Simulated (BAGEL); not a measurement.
# ROHF/6-31G(d) (density fitting with qzvpp-jkfit, spherical functions) run of CCl2F (dichlorofluoromethyl radical)

Aim: the vertical doublet–quartet gap of CCl2F (dichlorofluoromethyl radical) at ROHF/6-31G* (density fitting with qzvpp-jkfit, spherical functions), from 2 runs. 

Program for the calculation: BAGEL 1.2.2.

1 further run of the same task is left out (set aside as unsound or not needed).

## Step 1: The molecule

CCl2F has 4 atoms, charge 0, and is taken as a doublet. As SMILES, `F[C](Cl)Cl`. The shape is that of a PBE0-D4/def2-TZVP optimisation.

Bond lengths: F1–C2 1.320 Å, C2–Cl3 1.708 Å, C2–Cl4 1.708 Å. Angles: F1–C2–Cl3 113.5°, F1–C2–Cl4 113.5°, Cl3–C2–Cl4 117.7°.

## Step 2: The energy at ROHF/6-31G(d) (density fitting with qzvpp-jkfit, spherical functions)

input.json

```json
{ "bagel" : [

{
  "title" : "molecule",
  "basis" : "6-31gs.json",
  "df_basis" : "qzvpp-jkfit",
  "angstrom" : true,
  "geometry" : [
    { "atom" : "F", "xyz" : [       1.205900,      -0.078500,       0.647400 ] },
    { "atom" : "C", "xyz" : [      -0.037200,       0.107600,       0.242900 ] },
    { "atom" : "Cl", "xyz" : [      -0.933800,      -1.339900,       0.108000 ] },
    { "atom" : "Cl", "xyz" : [      -0.179400,       1.250500,      -1.018500 ] }
  ]
},

{
  "title" : "rohf",
  "nopen" : 1
},

{
  "title" : "print",
  "file" : "orbitals.molden",
  "orbitals" : true
}

]}
```

The basis set 6-31G* is read from a file made from the Basis Set Exchange's data (not shown).

Launch:

```
$ BAGEL_NUM_THREADS=1 BAGEL input.json > input.out
```

Log:

```text
* using 1 threads per process

  ===============================================================
  ===============================================================

  *** Geometry ***

  { "atom" : "F", "xyz" : [      2.278821,     -0.148344,      1.223409 ] },
  { "atom" : "C", "xyz" : [     -0.070298,      0.203335,      0.459014 ] },
  { "atom" : "Cl", "xyz" : [     -1.764626,     -2.532044,      0.204090 ] },
  { "atom" : "Cl", "xyz" : [     -0.339017,      2.363103,     -1.924686 ] },

  Number of auxiliary basis functions:      408

  Since a DF basis is specified, we compute 2- and 3-index integrals:
    o Being stored without compression. Storage requirement is 0.013 GB

  Number of basis functions:       64
  Number of electrons      :       49

    * METHOD: MOLECULE                             0.15

  *** Open-shell HF ***

  === Nuclear Repulsion ===
   200.8572175842

      * DIIS with orbital gradients will be used.

  === ROHF iteration (6-31gs.json) ===
      0      -1056.04627544          0.03863372           0.08
      1      -1056.12906599          0.02781932           0.08
      2      -1056.16496802          0.01843952           0.08
      3      -1056.19029654          0.00176388           0.08
      4      -1056.19221600          0.00053657           0.08
      5      -1056.19264809          0.00016678           0.08
      6      -1056.19272832          0.00007249           0.08
      7      -1056.19274076          0.00003023           0.08
      8      -1056.19274401          0.00001281           0.08
      9      -1056.19274529          0.00000419           0.08
     10      -1056.19274460          0.00000161           0.08
     11      -1056.19274453          0.00000069           0.08
     12      -1056.19274443          0.00000021           0.09
     13      -1056.19274441          0.00000008           0.12
     14      -1056.19274441          0.00000003           0.11
     15      -1056.19274442          0.00000001           0.11
     16      -1056.19274442          0.00000001           0.11
    * SCF iteration converged.

    * S^2 (ROHF) is 0.7500

    * Permanent dipole moment:
           (    0.171512,    -0.039009,     0.024855) a.u.

    * METHOD: ROHF                                 1.59

    * METHOD: PRINT                                0.01

  ===============================================================
```

Run time: 2.7 s. Hardware: 1 thread of Intel Xeon 6975P-C (Granite Rapids), shared host; peak memory 0.082 GiB.

## Step 3: The quartet, same level

input.json

```json
{ "bagel" : [

{
  "title" : "molecule",
  "basis" : "6-31gs.json",
  "df_basis" : "qzvpp-jkfit",
  "angstrom" : true,
  "geometry" : [
    { "atom" : "F", "xyz" : [    1.205900,   -0.078500,    0.647400 ] },
    { "atom" : "C", "xyz" : [   -0.037200,    0.107600,    0.242900 ] },
    { "atom" : "Cl", "xyz" : [   -0.933800,   -1.339900,    0.108000 ] },
    { "atom" : "Cl", "xyz" : [   -0.179400,    1.250500,   -1.018500 ] }
  ]
},
{ "title" : "rohf", "nopen" : 3 },
{ "title" : "print", "file" : "orbitals.molden", "orbitals" : true }

]}
```

The basis set 6-31G* is read from a file made from the Basis Set Exchange's data (not shown).

Launch:

```
$ BAGEL_NUM_THREADS=1 BAGEL input.json > input.out
```

Log:

```text
* using 1 threads per process

  ===============================================================
  ===============================================================

  *** Geometry ***

  { "atom" : "F", "xyz" : [      2.278821,     -0.148344,      1.223409 ] },
  { "atom" : "C", "xyz" : [     -0.070298,      0.203335,      0.459014 ] },
  { "atom" : "Cl", "xyz" : [     -1.764626,     -2.532044,      0.204090 ] },
  { "atom" : "Cl", "xyz" : [     -0.339017,      2.363103,     -1.924686 ] },

  Number of auxiliary basis functions:      408

  Since a DF basis is specified, we compute 2- and 3-index integrals:
    o Being stored without compression. Storage requirement is 0.013 GB

  Number of basis functions:       64
  Number of electrons      :       49

    * METHOD: MOLECULE                             0.11

  *** Open-shell HF ***

  === Nuclear Repulsion ===
   200.8572175842

      * DIIS with orbital gradients will be used.

  === ROHF iteration (6-31gs.json) ===
      0      -1055.78955678          0.03082379           0.07
      1      -1055.85525416          0.02206940           0.07
      2      -1055.88005966          0.01415486           0.06
      3      -1055.89645803          0.00138683           0.06
      4      -1055.89781655          0.00062422           0.07
      5      -1055.89828813          0.00035804           0.07
      6      -1055.89848285          0.00016310           0.07
      7      -1055.89856101          0.00010711           0.06
      8      -1055.89859741          0.00007070           0.06
      9      -1055.89860700          0.00005922           0.06
     10      -1055.89861918          0.00005497           0.06
     11      -1055.89862541          0.00005627           0.06
     12      -1055.89862324          0.00005581           0.07
     13      -1055.89862204          0.00005344           0.07
     14      -1055.89862610          0.00004807           0.06
     15      -1055.89864268          0.00003647           0.07
     16      -1055.89865079          0.00002540           0.07
     17      -1055.89865106          0.00002120           0.07
     18      -1055.89865010          0.00001934           0.07
     19      -1055.89864922          0.00002108           0.07
     20      -1055.89864756          0.00001884           0.07
     21      -1055.89864777          0.00001660           0.07
     22      -1055.89864758          0.00001314           0.06
     23      -1055.89864732          0.00000931           0.06
     24      -1055.89864678          0.00000812           0.06
     25      -1055.89864631          0.00000773           0.08
     26      -1055.89864623          0.00000726           0.12
     27      -1055.89864587          0.00000694           0.11
     28      -1055.89864667          0.00000728           0.09
     29      -1055.89864695          0.00000640           0.10
     30      -1055.89864655          0.00000493           0.10
     31      -1055.89864597          0.00000300           0.09
     32      -1055.89864645          0.00000155           0.08
     33      -1055.89864685          0.00000097           0.10
     34      -1055.89864697          0.00000062           0.10
     35      -1055.89864696          0.00000056           0.10
     36      -1055.89864699          0.00000055           0.09
     37      -1055.89864698          0.00000056           0.09
     38      -1055.89864698          0.00000052           0.09
     39      -1055.89864697          0.00000047           0.09
     40      -1055.89864695          0.00000032           0.08
     41      -1055.89864698          0.00000025           0.09
     42      -1055.89864699          0.00000016           0.08
     43      -1055.89864699          0.00000014           0.08
     44      -1055.89864699          0.00000013           0.08
     45      -1055.89864699          0.00000013           0.07
     46      -1055.89864698          0.00000013           0.07
     47      -1055.89864698          0.00000012           0.06
     48      -1055.89864699          0.00000010           0.07
     49      -1055.89864699          0.00000007           0.07
     50      -1055.89864699          0.00000005           0.06
     51      -1055.89864699          0.00000003           0.07
     52      -1055.89864699          0.00000002           0.07
     53      -1055.89864699          0.00000002           0.07
     54      -1055.89864698          0.00000001           0.08
     55      -1055.89864698          0.00000001           0.08
    * SCF iteration converged.

    * S^2 (ROHF) is 3.7500

    * Permanent dipole moment:
           (    0.190000,    -0.070024,    -0.035288) a.u.

    * METHOD: ROHF                                 4.31

    * METHOD: PRINT                                0.01

  ===============================================================
```

Wall time 5.4 s (1 thread of Intel Xeon 6975P-C (Granite Rapids), shared host); peak memory 0.082 GiB.

## Step 4: Summary of results

Level: ROHF/6-31G* (density fitting with qzvpp-jkfit, spherical functions).

```
                                        quantity           value
                           doublet: total energy  -1056.19274 Eh
                          doublet: dipole moment          0.45 D
                                   doublet: ⟨S²⟩           0.750
                           quartet: total energy  -1055.89865 Eh
                          quartet: dipole moment          0.52 D
                                   quartet: ⟨S²⟩           3.750
vertical energy of the quartet above the doublet        8.003 eV
```

At this shape the quartet lies 8.00 eV (772 kJ/mol) above the doublet.
